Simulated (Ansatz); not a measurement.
# CH₂Si (singlet): the correlation ladder, 6-31G

The task here is to estimate one member of a computed series from the others.

Program: Ansatz 0.2.0, Gaussian basis. Level of theory: 6-31G, core rule «outside noble gas», up to 6 orbitals frozen. These are calculated values, not measurements.

To be run: UHF; CCSD(T) on RHF; CCSD(T) on UHF; BCCD(T) on RHF; CISD; CCSDT(Q) on RHF; CCSDT(Q) on UHF; CISDTQ; CCSDTQ on RHF; CCSDTQ on UHF; CASSCF and MRCISD+Q, 10 electrons in 10 orbitals; CASSCF and NEVPT4(SD), 10 electrons in 10 orbitals; CASSCF and NEVPT2, 10 electrons in 10 orbitals; Full CI.

4 further runs of the same task are left out: 4 set aside as unsound or not needed.

## The system

The geometry is a PBE0/def2-TZVP stationary point (not a proven minimum).

4 atoms, charge 0, spin multiplicity 1.

Atoms are counted from 1 here; the program's logs count them from 0.

Bond lengths: Si1–C2 1.702 Å, C2–H3 1.090 Å, C2–H4 1.090 Å. Angles: Si1–C2–H3 123.5°, Si1–C2–H4 123.5°, H3–C2–H4 113.0°.

The first run:

in.yaml reads:

```yaml
crystal:
  periodic: [false, false, false]
  atoms:
    - {symbol: Si, position_ang: [0.000000, 0.000000, 0.595671]}
    - {symbol: C, position_ang: [0.000000, 0.000000, -1.106259]}
    - {symbol: H, position_ang: [0.000000, -0.909276, -1.707827]}
    - {symbol: H, position_ang: [0.000000, 0.909276, -1.707827]}
basis:
  gaussian: {orbitals: 6-31G}
magnetization: {spin_polarized: true, initial_magnetization: 0}
hamiltonian: {xc: hf}
output: {orbitals: {seedname: orbitals}}
```

Command:

```console
> ansatz run in.yaml --threads 1 --pin off --events-out ev --progress --plain --max-ram 2560MiB --backend cpu
```

Steps of the session up to this table: UHF; CCSD(T) on RHF; CCSD(T) on UHF; BCCD(T) on RHF; CISD; CCSDT(Q) on RHF; CCSDT(Q) on UHF; CISDTQ; CCSDTQ on RHF; CCSDTQ on UHF; CASSCF and MRCISD+Q, 10 electrons in 10 orbitals; CASSCF and NEVPT4(SD), 10 electrons in 10 orbitals; CASSCF and NEVPT2, 10 electrons in 10 orbitals; Full CI.

One of the session's tables, all rows but one given; the rest of the session is left out.

```
            method  from FCI (kJ/mol)
               RHF             +435.7
               UHF             +428.7
              RMP2              +72.6
              CISD              +47.2
             RCCSD              +15.5
          RCCSD(T)               +2.7
           BCCD(T)               +2.7
            RCCSDT               +1.5
            CISDTQ               +2.9
         RCCSDT(Q)               +0.1
           RCCSDTQ               +0.1
    CASSCF valence             +123.4
    NEVPT2 valence              +32.3
NEVPT4(SD) valence               +5.3
    MRCISD valence                  ?
  MRCISD+Q valence               +1.6
               FCI                  0
```

**Question.** Estimate the row for MRCISD valence.

As computed: from FCI (kJ/mol): +4.9. In the column «from FCI (kJ/mol)» it lies between CISDTQ (+2.9) and NEVPT4(SD) valence (+5.3).
